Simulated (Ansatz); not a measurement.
This script makes a rigid torsion scan of C₃H₄O₂, SMILES C=C(O)C=O with Ansatz 0.2.0 through its Python package.

`torsion_c3h4o2.py`:
```python
# -*- coding: utf-8 -*-
"""Energy of C3H4O2 as one group turns about a bond."""

import ansatz
from ase import Atoms

atoms = Atoms(["C", "C", "O", "C", "O", "H", "H", "H", "H"], positions=[
    (-0.1287, 0.2801, 1.3418),
    (0.2534, 0.058, 0.0951),
    (1.5602, 0.1792, -0.2428),
    (-0.6096, -0.3577, -0.9743),
    (-0.2632, -0.6141, -2.1171),
    (-1.2204, 0.2576, 1.6118),
    (0.553, 0.6397, 2.0998),
    (1.6856, -0.051, -1.1838),
    (-1.7418, -0.4382, -0.6475),
])

# relax first, so that the scan starts from a minimum
first = (
    ansatz.Crystal.molecule_from_ase(atoms).calculation()
    .basis(gaussian="def2-SVP")
    .functional("pbe", dispersion="d4")
    .relax(force_tolerance=0.02, max_steps=80)
)
atoms.positions = first.run().report["positions_ang"]

start = atoms.get_dihedral(0, 1, 3, 4)
energies = {}
for turn in range(0, 360, 30):
    turned = atoms.copy()
    turned.set_dihedral(0, 1, 3, 4, start + turn, indices=[3, 4, 8])
    calculation = (
        ansatz.Crystal.molecule_from_ase(turned).calculation()
        .basis(gaussian="def2-SVP")  # atom-centred Gaussian functions
        .functional("pbe", dispersion="d4")
    )
    energies[round((start + turn) % 360)] = calculation.run().report["free_energy_ev"]
floor = min(energies.values())
print("dihedral C0-C1-C3-O4 (deg)   E - E(min) (eV)")
for angle, e in sorted(energies.items()):
    print(f"{angle:8d} {(e - floor):14.3f}  " + "#" * int(30 * (e - floor) / max(max(energies.values()) - floor, 1e-9)))
```

Where along the turn do the lowest and the highest point lie, and how far apart are they?

The lowest point is at 180° and the highest at 90°, 0.911 eV (87.9 kJ/mol) above it, with the rest of the molecule held.

The run itself:

Output of `python torsion_c3h4o2.py`:
```text
dihedral C0-C1-C3-O4 (deg)   E - E(min) (eV)
      30          0.574  ##################
      60          0.788  #########################
      90          0.911  ##############################
     120          0.715  #######################
     150          0.265  ########
     180          0.000
     210          0.264  ########
     240          0.714  #######################
     270          0.911  #############################
     300          0.789  #########################
     330          0.574  ##################
     360          0.480  ###############
```

The scan is rigid and the energies are electronic, in a modest basis. With rigid groups the curve can differ much from the relaxed path, the start wasn't checked as a minimum of this torsion, and equivalent turns needn't return to the same energy. Finished in 39 s on 1 thread of Arm Neoverse V2, with other jobs on the host, peak memory 0.19 GiB.
